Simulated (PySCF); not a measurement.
Species: C₂HFN₂O.
Structure used (PBE0-D3(BJ)/def2-SVP), in Å, numbered top down from 1:
```
atom  x, y, z in Å
F1     2.0638    0.2405   -0.9720
C2     0.9028    0.1186   -0.4289
N3     0.3028   -0.9635   -0.0843
C4    -0.8591   -0.4488    0.4194
N5    -0.9541    0.8500    0.3811
O6     0.2432    1.2342   -0.1952
H7    -1.6641   -1.0593    0.8290
```

Computed, not measured: EOM-IP-CCSD/aug-cc-pVDZ in PySCF, restricted Hartree–Fock reference, frozen core, non-relativistic, gas phase, PBE0-D3(BJ)/def2-SVP geometry.

Hartree–Fock orbital energies give these Koopmans values (eV): HOMO 11.64, HOMO-1 13.64, HOMO-2 13.75, HOMO-3 15.10, HOMO-4 17.01, HOMO-5 18.87, HOMO-6 18.88, HOMO-7 20.36.

Problem. What vertical ionisation energies does EOM-IP-CCSD give?

Solution. 
```json
{"leading hole (HF orbital)": "HOMO", "Koopmans (eV)": "11.64", "EOM-IP-CCSD (eV)": "11.30", "change (eV)": "-0.34", "one-hole share": "0.95"}
{"leading hole (HF orbital)": "HOMO-1", "Koopmans (eV)": "13.64", "EOM-IP-CCSD (eV)": "11.80", "change (eV)": "-1.84", "one-hole share": "0.94"}
{"leading hole (HF orbital)": "HOMO-2", "Koopmans (eV)": "13.75", "EOM-IP-CCSD (eV)": "12.75", "change (eV)": "-1.00", "one-hole share": "0.94"}
{"leading hole (HF orbital)": "HOMO-3", "Koopmans (eV)": "15.10", "EOM-IP-CCSD (eV)": "13.07", "change (eV)": "-2.03", "one-hole share": "0.94"}
{"leading hole (HF orbital)": "HOMO-4", "Koopmans (eV)": "17.01", "EOM-IP-CCSD (eV)": "15.38", "change (eV)": "-1.63", "one-hole share": "0.95"}
{"leading hole (HF orbital)": "HOMO-5", "Koopmans (eV)": "18.87", "EOM-IP-CCSD (eV)": "16.52", "change (eV)": "-2.35", "one-hole share": "0.92"}
{"leading hole (HF orbital)": "HOMO-6", "Koopmans (eV)": "18.88", "EOM-IP-CCSD (eV)": "16.69", "change (eV)": "-2.19", "one-hole share": "0.94"}
{"leading hole (HF orbital)": "HOMO-7", "Koopmans (eV)": "20.36", "EOM-IP-CCSD (eV)": "17.95", "change (eV)": "-2.41", "one-hole share": "0.94"}
```

Problem. Does the order of the lines follow the orbital energies?

Solution. Yes, no two lines change places. The corrections run from -2.41 to -0.34 eV, with a mean of -1.72 eV over the 8 lines; no line lies above its Koopmans value. Koopmans values leave out both the relaxation of the orbitals and the change in correlation energy.

Problem. At what kinetic energies would He I light (21.22 eV) eject these electrons?

Solution. 9.92 eV (HOMO), 9.42 eV (HOMO-1), 8.47 eV (HOMO-2), 8.15 eV (HOMO-3), 5.84 eV (HOMO-4), 4.70 eV (HOMO-5), 4.53 eV (HOMO-6), 3.27 eV (HOMO-7).

One root was sought for each valence orbital with −ε under 21 eV, eight at most, so deeper holes and satellites are missing; no vibrational structure.
